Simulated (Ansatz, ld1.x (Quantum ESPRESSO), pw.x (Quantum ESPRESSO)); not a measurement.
**From atom to crystal: RRKJ potential for Os**

* Element: osmium
* Generator: ld1.x (Quantum ESPRESSO) 7.5
* Type: norm-conserving RRKJ (Kleinman–Bylander form)
* Functional: PBEsol
* Relativity: scalar-relativistic
* Frozen core: [Xe] 4f14
* Valence charge: 8
* Reference configuration: 5d6.5 6s1.5 6p0
* Partial waves: 6p (bound, empty): rc 2.85 bohr; 5d (bound): rc 1.65 bohr; 6s (bound): rc 3.38 bohr
* Local potential: the s channel
* Core correction: Bessel-smoothed model core inside 1.00 bohr
* rho0: 0.02

Atomic tests: cutoffs needed: 50 Ry and 70 Ry (the cutoffs (Ry, on a coarse ladder) from which the occupation-weighted sum of valence levels, in a spherical-Bessel basis at the reference potential, stays within 10 and 1 mRy of its value at 400 Ry); ghost test: no extra level below or beside the all-electron valence levels (p, d, s, f tested) (spherical-Bessel basis up to 400 Ry, 20 bohr box); largest excitation error: -81 meV (all-electron minus pseudo) for 5d6 6s0 6p0, out of 7 test configurations.

Crystal test: sc Os in pw.x 7.5, no spin, 13³ k-points, Fermi–Dirac smearing 0.01 Ry, cutoffs 85/340 Ry. The reference is all-electron LAPW (Ansatz 0.2.0) with the same functional, mesh and smearing; V0 and B0 come from Birch–Murnaghan fits to the pressures at five volumes. Errors are pseudo minus all-electron; Δ is the rms difference of the E(V) curves that follow from these fits, minima aligned, over ±6 % about the mean V0. Mesh and smearing are coarse, so the numbers serve the comparison and aren't converged zero-temperature values; the lattice is a test structure that the element need not adopt.

All-electron: a0 = 2.531 Å (V0 = 16.22 Å³/atom), B0 = 294.0 GPa.

Task: How far does the potential miss the all-electron equation of state?

Result: mean pressure error (GPa): -17.14. The pressure does not cross zero within the volumes sampled, so no fit is given. The largest radius (3.38 bohr) exceeds half the bond length (2.39 bohr), so the spheres overlap, which is one possible source of error among others. This is a poor potential for the solid.

```
V (Å³/atom)  P all-electron (GPa)  P pseudo (GPa)
     15.412                 16.99           -3.72
     15.817                  7.89          -10.81
     16.223                 -0.01          -16.95
     16.629                 -6.86          -22.24
     17.034                -12.81          -26.80
```

Task: At the middle volume, how do free energy and pressure move when the wave cutoff is lowered (ecutrho kept at four times it)?

Result:

```tsv
cutoff (Ry)	shift of F (meV/atom)	shift of P (GPa)
38	+195.8	+0.24
51	+89.0	-3.34
68	+2.7	-0.24
```

The run at the middle volume (84 k-points, 7 iterations) took about 9.8 s on one core of a shared host (Neoverse-V2, 96 threads, 742 GiB, load 82).
